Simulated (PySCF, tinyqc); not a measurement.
RHF in the sto-6g basis, for BH, spin multiplicity 1, step by step. This run ends on a higher stationary point, not on the lowest solution. The lowest restricted solution is unstable here: a spin-polarised one lies 0.0910 hartree lower (PySCF). One step of it, computed by the program tinyqc.

Question. Iteration 2: building the Fock matrix. J_ij = sum D_kl (ij|kl), K_ij = sum D_kl (ik|jl); F = H + J - 0.5 K; E = tr D H + tr D J / 2 - 0.25 tr D K + E_nn.

D after iteration 1:
```
            1B 1s     1B 2s     1B 2px     1B 2py     1B 2pz      2H 1s
1B 1s    1.971315  0.050240   0.000000   0.000000  -0.009067  -0.052437
1B 2s    0.050240  0.011767   0.000000   0.000000   0.024820   0.137073
1B 2px   0.000000  0.000000   0.133596  -0.499344   0.000000   0.000000
1B 2py   0.000000  0.000000  -0.499344   1.866404   0.000000   0.000000
1B 2pz  -0.009067  0.024820   0.000000   0.000000   0.059883   0.330870
2H 1s   -0.052437  0.137073   0.000000   0.000000   0.330870   1.828141
```

core Hamiltonian H = T + V (hartree):
```
             1B 1s      1B 2s     1B 2px     1B 2py     1B 2pz      2H 1s
1B 1s   -12.666262  -3.136818   0.000000   0.000000  -0.004859  -0.052837
1B 2s    -3.136818  -3.597385   0.000000   0.000000  -0.047248  -0.242369
1B 2px    0.000000   0.000000  -2.839463   0.000000   0.000000   0.000000
1B 2py    0.000000   0.000000   0.000000  -2.839463   0.000000   0.000000
1B 2pz   -0.004859  -0.047248   0.000000   0.000000  -2.861134  -0.286668
2H 1s    -0.052837  -0.242369   0.000000   0.000000  -0.286668  -1.579858
```

Two-electron integrals (ij|kl) in chemists' order, unique and non-zero (hartree):
```
(11|11) 2.924993   (21|11) 0.480756   (21|21) 0.099484   (22|11) 0.743449
(22|21) 0.188967   (22|22) 0.544922   (31|31) 0.021096   (32|31) 0.030854
(32|32) 0.120443   (33|11) 0.743450   (33|21) 0.188967   (33|22) 0.544922
(33|33) 0.587109   (41|41) 0.021096   (42|41) 0.030854   (42|42) 0.120443
(43|43) 0.031641   (44|11) 0.743450   (44|21) 0.188967   (44|22) 0.544922
(44|33) 0.523827   (44|44) 0.587109   (51|51) 0.021096   (52|51) 0.030854
(52|52) 0.120443   (53|53) 0.031641   (54|54) 0.031641   (55|11) 0.743450
(55|21) 0.188967   (55|22) 0.544922   (55|33) 0.523827   (55|44) 0.523827
(55|55) 0.587109   (61|11) 0.008160   (61|21) 0.001645   (61|22) 0.003128
(61|33) 0.003112   (61|44) 0.003112   (61|51) 0.000130   (61|52) 0.000256
(61|55) 0.003160   (61|61) 0.000028   (62|11) 0.036697   (62|21) 0.009595
(62|22) 0.032813   (62|33) 0.031839   (62|44) 0.031839   (62|51) 0.001032
(62|52) 0.007385   (62|55) 0.034762   (62|61) 0.000171   (62|62) 0.003815
(63|31) 0.000699   (63|32) 0.003738   (63|53) 0.001163   (63|63) 0.000273
(64|41) 0.000699   (64|42) 0.003738   (64|54) 0.001163   (64|64) 0.000273
(65|11) 0.042472   (65|21) 0.011199   (65|22) 0.039808   (65|33) 0.038076
(65|44) 0.038076   (65|51) 0.001671   (65|52) 0.011482   (65|55) 0.043271
(65|61) 0.000204   (65|62) 0.005300   (65|65) 0.007509   (66|11) 0.221761
(66|21) 0.058740   (66|22) 0.221387   (66|33) 0.214437   (66|44) 0.214437
(66|51) 0.004852   (66|52) 0.046696   (66|55) 0.235287   (66|61) 0.001035
(66|62) 0.039762   (66|65) 0.058551   (66|66) 0.774999
```

nuclear repulsion = 1.10892123 hartree

Give: Coulomb J; exchange K; Fock matrix F; total energy of this density.

Answer.

Coulomb J (hartree):
```
         1B 1s   1B 2s   1B 2px   1B 2py  1B 2pz   2H 1s
1B 1s   7.7973  1.4664   0.0000   0.0000  0.0114  0.0248
1B 2s   1.4664  3.0532   0.0000   0.0000  0.1004  0.2170
1B 2px  0.0000  0.0000   3.0041  -0.0316  0.0000  0.0000
1B 2py  0.0000  0.0000  -0.0316   3.1137  0.0000  0.0000
1B 2pz  0.0114  0.1004   0.0000   0.0000  3.0418  0.2780
2H 1s   0.0248  0.2170   0.0000   0.0000  0.2780  2.3572
```

exchange K (hartree):
```
          1B 1s   1B 2s   1B 2px   1B 2py   1B 2pz   2H 1s
1B 1s    5.8587  1.0563   0.0000   0.0000  -0.0002  0.0196
1B 2s    1.0563  0.4895   0.0000   0.0000   0.0453  0.1312
1B 2px   0.0000  0.0000   0.1877  -0.2774   0.0000  0.0000
1B 2py   0.0000  0.0000  -0.2774   1.1502   0.0000  0.0000
1B 2pz  -0.0002  0.0453   0.0000   0.0000   0.1899  0.2007
2H 1s    0.0196  0.1312   0.0000   0.0000   0.2007  1.4677
```

Fock matrix F (hartree):
```
          1B 1s    1B 2s  1B 2px   1B 2py   1B 2pz    2H 1s
1B 1s   -7.7984  -2.1985  0.0000   0.0000   0.0066  -0.0378
1B 2s   -2.1985  -0.7889  0.0000   0.0000   0.0305  -0.0909
1B 2px   0.0000   0.0000  0.0708   0.1071   0.0000   0.0000
1B 2py   0.0000   0.0000  0.1071  -0.3009   0.0000   0.0000
1B 2pz   0.0066   0.0305  0.0000   0.0000   0.0857  -0.1090
2H 1s   -0.0378  -0.0909  0.0000   0.0000  -0.1090   0.0435
```

total energy of this density = -24.184719 hartree
